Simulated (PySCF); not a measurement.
## Level sweep

Compound: C₄H₇F.
InChI=1S/C4H7F/c1-2-3-4-5/h2-3H,4H2,1H3/b3-2+

PySCF, dipoles from the SCF density, polarisabilities from static response with core orbitals frozen. The structure is a single PBE0-D3(BJ)/def2-SVP conformer in the gas phase; no vibrational or solvent corrections.

The anisotropy is √(½[(α1 − α2)² + (α2 − α3)² + (α3 − α1)²]).

```
              level  μ (D)  α (Å³)  anisotropy (Å³)
      LDA/def2-SVPD  1.638    8.22             4.13
      PBE/def2-SVPD  1.584    8.12             4.09
    B3LYP/def2-SVPD  1.684    7.90             3.88
     PBE0/def2-SVPD  1.676    7.82             3.86
BHandHLYP/def2-SVPD  1.778    7.64             3.72
CAM-B3LYP/def2-SVPD  1.734    7.78             3.74
  wB97X-D/def2-SVPD  1.700    7.78             3.71
  LC-wPBE/def2-SVPD  1.734    7.60             3.60
       HF/def2-SVPD  1.850    7.44             3.62
        PBE0/6-31G*  1.473    6.47             4.15
      PBE0/def2-SVP  1.556    6.71             4.10
     PBE0/def2-TZVP  1.588    7.56             4.05
```

The dipole runs from 1.47 D (PBE0/6-31G*) to 1.85 D (HF/def2-SVPD). No reference polarisability is at hand; against PBE0 in the largest diffuse basis at hand (def2-SVPD) the other PBE0 rows deviate by 6-31G* -17%, def2-SVP -14%, def2-TZVP -3%. In one basis (def2-SVPD) the functionals order the polarisability from HF (lowest) to LDA (highest), a spread of 10%. With PBE0 the polarisability is 6.91 Å³ without diffuse functions (mean of 6-31G*, def2-SVP and def2-TZVP) and 7.82 Å³ with them (def2-SVPD).
